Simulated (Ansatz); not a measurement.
## Ansatz input wanted

BHCl2 has 4 atoms, charge 0, and is taken as a triplet. SMILES of the parent species: `[H]B(Cl)Cl`. The shape is that of a GFN2-xTB optimisation. That shape belongs to the parent species and isn't relaxed for this state.

```xyz
4

B    -0.0673   -0.1124    0.0012
Cl    1.6334   -0.1458    0.0126
Cl   -0.8935    1.3753   -0.0175
H    -0.6726   -1.1172    0.0037
```

Settings wanted:

* basis set: STO-3G
* core potential: none
* integral approximation: none
* task: energy
* method: DFT
* functional: B3LYP
* reference: UKS
* accuracy: high

Give an Ansatz 0.2.0 job that does this.

One that was run (others would do as well):

molecule.yaml:
```yaml
crystal:
  periodic: [false, false, false]
  atoms:
    - {symbol: B, position_ang: [-0.067270, -0.112350, 0.001160]}
    - {symbol: Cl, position_ang: [1.633390, -0.145760, 0.012580]}
    - {symbol: Cl, position_ang: [-0.893540, 1.375320, -0.017490]}
    - {symbol: H, position_ang: [-0.672580, -1.117210, 0.003750]}
basis:
  gaussian:
    orbitals: STO-3G
magnetization:
  spin_polarized: true
  initial_magnetization: 2
hamiltonian:
  xc: {name: B3LYP}
accuracy: high
```

```bash
$ ansatz run molecule.yaml --threads 1 --pin off --max-ram 2610MiB --events-out events.jsonl --progress --plain --runs-dir runs
```

Calculated total energy: -935.34913 Eh.
